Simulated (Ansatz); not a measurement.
Geometry optimisation, RKS B3LYP-D4/6-31G* in Ansatz 0.2.0.

Input:

```yaml
crystal:
  periodic: [false, false, false]
  atoms:
    - { symbol: "N", position_ang: [-0.4619, -0.29, -0.6809] }
    - { symbol: Si, position_ang: [-0.3271, 1.3198, -0.4113] }
    - { symbol: Si, position_ang: [0.2948, -1.3887, 0.0411] }
    - { symbol: H, position_ang: [-1.4145, -0.485, -0.789] }
    - { symbol: H, position_ang: [1.0824, 1.7677, -0.5761] }
    - { symbol: H, position_ang: [-0.8432, 1.6606, 0.9385] }
    - { symbol: H, position_ang: [1.8203, -1.1947, -0.0447] }
    - { symbol: H, position_ang: [-0.0585, -1.4468, 1.4665] }
basis:
  gaussian: { orbitals: "6-31G*" }
hamiltonian:
  xc: b3lyp
  dispersion: d4
relax:
  f_tol: 0.02
  max_steps: 40
scf:
  lower_state_search: "off"
output:
  orbitals: {}
```

Command:

```bash
$ ansatz run input.yaml --threads 1 --pin off --max-ram 2048MiB --backend cpu --events-out ev --progress --plain --runs-dir out
```

Where does it end, and by what steps?

It converged. After 23 steps the energy has fallen by 3.660 eV; H6 moved furthest, 1.97 Å. Parted: Si2–H6. Joined: Si3–H6.

```
step  energy less start (eV)  largest force component (eV/Å)  accepted
   0                  0.0000                           6.522       yes
   1                 -1.2467                           3.786       yes
   2                 -1.8269                           1.218       yes
   3                 -1.9304                           0.440       yes
   4                 -1.9540                           0.330       yes
   5                 -1.9657                           0.268       yes
   6                 -2.0000                           0.576       yes
   7                 -2.0922                           1.085       yes
   8                 -2.1541                           0.881       yes
   9                 -2.2265                           0.639       yes
  10                 -2.3510                           0.480       yes
  11                 -2.5258                           0.553       yes
  12                 -2.6503                           0.645       yes
  13                 -2.7168                           0.567       yes
  14                 -2.7808                           0.400       yes
  15                 -2.8988                           0.699       yes
  16                 -3.0581                           0.916       yes
  17                 -3.2891                           0.925       yes
  18                 -3.4787                           0.716       yes
  19                 -3.6167                           0.319       yes
  20                 -3.6541                           0.161       yes
  21                 -3.6238                           0.291        no
  22                 -3.6594                           0.122       yes
  23                 -3.6604                           0.014       yes
```

```xyz
8
Properties=species:S:1:pos:R:3
N -0.717 0.019 -0.621
Si -0.541 1.460 -1.576
Si 0.318 -0.580 0.678
H -1.519 -0.563 -0.845
H 0.742 1.908 -0.856
H 0.484 0.447 1.735
H 1.660 -0.961 0.169
H -0.335 -1.786 1.260
```

Whether the end is a true minimum wasn't checked by a vibrational analysis.

Run time: 39 s on 1 thread of AMD EPYC 7R43 64-Core Processor (Zen 3), on a shared host, peak memory 0.14 GiB.
